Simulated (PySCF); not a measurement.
tetrafluoroethylene (C2F4), SMILES C(F)(=C(F)F)F. Coordinates come from a PBE-D3(BJ)/def2-SVP optimisation.

All values below come from PBE-D3(BJ)/def2-SVP in PySCF 2.14.0.

Harmonic wavenumbers (cm⁻¹): 189, 200, 389, 403, 478, 532, 545, 784, 1180, 1330, 1337, 1859. Rotational constants (GHz): 5.403, 3.181, 2.002; symmetry number 4.

Q: Work out the zero-point energy and the ideal-gas rigid-rotor harmonic-oscillator thermochemistry at 298.15 K and 1 atm.

A: ZPE = ½ Σ hcν = ½ × 9226 cm⁻¹ = 55.19 kJ/mol. H − E(el) = 71.72 kJ/mol. Entropy in J/(mol K): translation 166.18, rotation 99.93, vibration 35.54, total 301.65. G − E(el) = -18.21 kJ/mol. Cp = 81.21 J/(mol K).
